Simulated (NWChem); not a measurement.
# C3H6O (propylene oxide): levels of theory compared

We compute a comparison of 6 runs (B3LYP/def2-SVP, BHLYP/def2-SVP, CAM-B3LYP/def2-SVP, M06-2X/def2-SVP, M06-L/def2-SVP, PBE0/def2-SVP) of C3H6O (propylene oxide). 

The results are computed with NWChem 7.3.0.

**1. The molecule**

The species is C3H6O (10 atoms), meant as a singlet with charge 0. SMILES: `CC1CO1`. The shape is that of a PBE0-D4/def2-TZVP optimisation.

Bond lengths: C1–C2 1.495 Å, C2–C3 1.459 Å, C2–O4 1.420 Å, C3–O4 1.418 Å, C1–H5 1.091 Å, C1–H6 1.093 Å, C1–H7 1.093 Å, C2–H8 1.090 Å, C3–H9 1.088 Å, C3–H10 1.087 Å. Some angles: C1–C2–C3 122.2°, C1–C2–O4 116.7°, C3–C2–O4 59.0°, C2–C3–O4 59.1°, C2–O4–C3 61.9°, C1–C2–H8 115.7°, C3–C2–H8 117.1°, O4–C2–H8 113.3°, C2–C1–H5 110.5°, C2–C1–H6 110.6°.

**2. Energy and forces at B3LYP/def2-SVP (run 1)**

Contents of geom.nw:

```
start geom
memory stack 880 mb heap 220 mb global 1100 mb

geometry noautosym nocenter noautoz
  C      0.210800     0.403200    -1.162600
  C      0.448800    -0.233800     0.169000
  C     -0.546800    -0.202400     1.234900
  O     -0.330600    -1.380700     0.475800
  H     -0.858600     0.462700    -1.372600
  H      0.629100     1.412900    -1.185300
  H      0.685000    -0.176600    -1.958300
  H      1.492600    -0.328400     0.468200
  H     -1.496300     0.297800     1.056000
  H     -0.234000    -0.254600     2.274900
end

basis spherical bse
  * library def2-SVP
end

dft
  xc b3lyp
  grid xfine
  convergence energy 1e-08
  iterations 100
  mulliken
  print medium
end

task dft gradient
```

Started as:

```bash
$ nwchem geom.nw > geom.out
```

Log:

```text
[...]
          Wavefunction type:  closed shell.
          No. of atoms     :    10
          No. of electrons :    32
[...]
          Charge           :     0
          Spin multiplicity:     1
[...]
          AO basis - number of functions:    86
[...]
              XC Information
              --------------
                         B3LYP Method XC Potential
                     Hartree-Fock (Exact) Exchange  0.200
                        Slater Exchange Functional  0.800 local
                    Becke 1988 Exchange Functional  0.720 non-local
              Lee-Yang-Parr Correlation Functional  0.810
                  VWN I RPA Correlation Functional  0.190 local
[...]
 d= 0,ls=0.0,diis     1   -192.9006909796 -3.18D+02  1.36D-02  5.16D-01     3.0
[...]
 d= 0,ls=0.0,diis     8   -192.9646104840  8.03D-09  4.76D-06  3.69D-07    20.6
         Total DFT energy =     -192.964610483959
      One electron energy =     -508.984043309649
           Coulomb energy =      217.734563480532
    Exchange-Corr. energy =      -27.106621825918
 Nuclear repulsion energy =      125.391491171077
[...]
      Total Density - Mulliken Population Analysis
     ---------------------------------------------
    Atom       Charge   Shell Charges
 -----------   ------   -------------------------------------------------------
    1 C    6     5.90   1.98  0.91  0.03  2.15  0.80  0.03
    2 C    6     6.01   1.99  0.93  0.23  2.09  0.71  0.07
    3 C    6     5.84   1.99  0.92  0.12  2.10  0.65  0.06
    4 O    8     8.34   1.99  1.11  0.75  2.82  1.64  0.02
    5 H    1     1.00   0.75  0.22  0.02
    6 H    1     0.99   0.75  0.22  0.02
    7 H    1     0.98   0.75  0.21  0.02
    8 H    1     0.99   0.76  0.21  0.02
    9 H    1     0.99   0.76  0.21  0.02
   10 H    1     0.98   0.76  0.20  0.02
[...]
  wavefunction    = closed shell
[...]
```

It took 26 s on 1 thread of AMD EPYC 9R14 (Zen 4), shared host; peak memory 0.15 GiB.

**3. Energy and forces at BHLYP/def2-SVP (run 2)**

Contents of mol.nw:

```
start mol
memory total 2200 mb
charge 0

geometry units atomic noautosym nocenter noautoz
  C    0.39835427   0.76193757  -2.19699559
  C    0.84810908  -0.44181797   0.31936372
  C   -1.03330224  -0.38248057   2.33362279
  O   -0.62474346  -2.60914486   0.89913169
  H   -1.62251885   0.87437628  -2.59383808
  H    1.18882671   2.66999404  -2.23989238
  H    1.29446240  -0.33372563  -3.70065067
  H    2.82060521  -0.62058606   0.88476977
  H   -2.82759720   0.56276044   1.99555079
  H   -0.44219591  -0.48112427   4.29893796
end

basis spherical bse
  * library def2-SVP
end

dft
  xc bhlyp
  grid xfine
  convergence energy 1e-08
  iterations 100
  mulliken
  noprint "final vectors analysis"
end

task dft gradient
```

Started as:

```bash
$ nwchem mol.nw > mol.out
```

Log:

```text
[...]
          Wavefunction type:  closed shell.
          No. of atoms     :    10
          No. of electrons :    32
[...]
          Charge           :     0
          Spin multiplicity:     1
[...]
          AO basis - number of functions:    86
[...]
              XC Information
              --------------
                        BHLYP Method XC Functional
                     Hartree-Fock (Exact) Exchange  0.500
                        Slater Exchange Functional  0.500 local
                    Becke 1988 Exchange Functional  0.500 non-local
              Lee-Yang-Parr Correlation Functional  1.000
[...]
 d= 0,ls=0.0,diis     1   -192.7876013395 -3.18D+02  9.52D-03  4.32D-01     2.9
[...]
 d= 0,ls=0.0,diis     8   -192.8456086804 -6.02D-09  1.25D-06  2.40D-08    20.4
         Total DFT energy =     -192.845608680439
      One electron energy =     -508.906992192256
           Coulomb energy =      217.664384160443
    Exchange-Corr. energy =      -26.994482900563
 Nuclear repulsion energy =      125.391482251937
[...]
      Total Density - Mulliken Population Analysis
     ---------------------------------------------
    Atom       Charge   Shell Charges
 -----------   ------   -------------------------------------------------------
    1 C    6     5.94   1.99  0.89  0.08  2.12  0.83  0.03
    2 C    6     6.01   1.99  0.91  0.25  2.06  0.72  0.08
    3 C    6     5.83   1.99  0.90  0.14  2.06  0.67  0.07
    4 O    8     8.40   1.99  1.10  0.77  2.81  1.70  0.02
    5 H    1     0.98   0.75  0.21  0.02
    6 H    1     0.97   0.75  0.20  0.02
    7 H    1     0.96   0.75  0.19  0.02
    8 H    1     0.97   0.76  0.19  0.02
    9 H    1     0.97   0.76  0.19  0.02
   10 H    1     0.96   0.76  0.18  0.02
[...]
  wavefunction    = closed shell
[...]
```

Wall time 26 s (1 thread of AMD EPYC 9R14 (Zen 4), shared host); peak memory 0.15 GiB.

Runs 3 to 5 aren't shown in full; the table further down has their settings and results.

**4. Energy and gradient at PBE0/def2-SVP (run 6)**

Contents of c3h6o.xyz:

```xyz
10
C3H6O gradient
C      0.210800     0.403200    -1.162600
C      0.448800    -0.233800     0.169000
C     -0.546800    -0.202400     1.234900
O     -0.330600    -1.380700     0.475800
H     -0.858600     0.462700    -1.372600
H      0.629100     1.412900    -1.185300
H      0.685000    -0.176600    -1.958300
H      1.492600    -0.328400     0.468200
H     -1.496300     0.297800     1.056000
H     -0.234000    -0.254600     2.274900
```

Contents of c3h6o.nw:

```
START c3h6o
TITLE "C3H6O gradient"
memory stack 880 mb heap 220 mb global 1100 mb
GEOMETRY noautosym nocenter noautoz
load c3h6o.xyz
END
BASIS spherical bse
* library def2-SVP
END
DFT
xc pbe0
grid xfine
convergence energy 1e-08
maxiter 100
mulliken
END
TASK dft gradient
```

Started as:

```bash
$ nwchem c3h6o.nw > c3h6o.out
```

Log:

```text
[...]
          Wavefunction type:  closed shell.
          No. of atoms     :    10
          No. of electrons :    32
[...]
          Charge           :     0
          Spin multiplicity:     1
[...]
          AO basis - number of functions:    86
[...]
              XC Information
              --------------
                         PBE0 Method XC Functional
                     Hartree-Fock (Exact) Exchange  0.250
          PerdewBurkeErnzerhof Exchange Functional  0.750
            Perdew 1991 LDA Correlation Functional  1.000 local
           PerdewBurkeErnz. Correlation Functional  1.000 non-local
[...]
 d= 0,ls=0.0,diis     1   -192.6837772193 -3.18D+02  1.21D-02  4.81D-01     3.0
[...]
 d= 0,ls=0.0,diis     8   -192.7427933630  7.66D-10  3.41D-06  1.84D-07    20.8
         Total DFT energy =     -192.742793362970
      One electron energy =     -508.938811819839
           Coulomb energy =      217.675657459693
    Exchange-Corr. energy =      -26.871130173900
 Nuclear repulsion energy =      125.391491171077
[...]
      Total Density - Mulliken Population Analysis
     ---------------------------------------------
    Atom       Charge   Shell Charges
 -----------   ------   -------------------------------------------------------
    1 C    6     5.99   1.99  0.90  0.10  2.14  0.85  0.03
    2 C    6     6.06   1.99  0.92  0.26  2.07  0.74  0.08
    3 C    6     5.87   1.99  0.91  0.16  2.08  0.68  0.06
    4 O    8     8.35   1.99  1.10  0.77  2.80  1.67  0.02
    5 H    1     0.96   0.74  0.20  0.02
    6 H    1     0.95   0.74  0.19  0.02
    7 H    1     0.95   0.74  0.18  0.02
    8 H    1     0.95   0.75  0.18  0.02
    9 H    1     0.96   0.75  0.18  0.02
   10 H    1     0.95   0.75  0.18  0.02
[...]
  wavefunction    = closed shell
[...]
```

Run time: 26 s. Hardware: 1 thread of AMD EPYC 9R14 (Zen 4), shared host; peak memory 0.15 GiB.

**5. The series**

| run | level | energy (Eh) | dipole moment (D) | HOMO energy (eV) | LUMO energy (eV) | wall time |
| --- | --- | --- | --- | --- | --- | --- |
| 1 | B3LYP/def2-SVP | -192.964610 | 1.93 | -7.28 | 1.84 | 26 s |
| 2 | BHLYP/def2-SVP | -192.845609 | 2.13 | – | – | 26 s |
| 3 | CAM-B3LYP/def2-SVP | -192.865999 | 2.00 | -9.03 | 3.04 | 65 s |
| 4 | M06-2X/def2-SVP | -192.870092 | 2.04 | -9.30 | 2.98 | 38 s |
| 5 | M06-L/def2-SVP | -192.942056 | 1.92 | -6.26 | 2.21 | 52 s |
| 6 | PBE0/def2-SVP | -192.742793 | 1.97 | -7.61 | 2.21 | 26 s |

**6. Outcome**

| quantity | value |
| --- | --- |
| run 6: total energy | -192.74279 Eh |
| run 6: dipole moment | 1.97 D |
| run 6: HOMO energy | -7.61 eV |
| run 6: LUMO energy | 2.21 eV |
| run 6: HOMO–LUMO gap | 9.81 eV |
| run 6: largest force on an atom | 0.482 eV/Å |

The dipole moment (its size) runs from 1.92 D (M06-L/def2-SVP) to 2.13 D (BHLYP/def2-SVP). Over runs 1, 3, 4, 5, 6 the HOMO–LUMO gap runs from 8.47 eV (M06-L/def2-SVP) to 12.28 eV (M06-2X/def2-SVP). Totals of different functionals can't be ranked against each other. All runs together took 3.9 min, the longest 65 s.
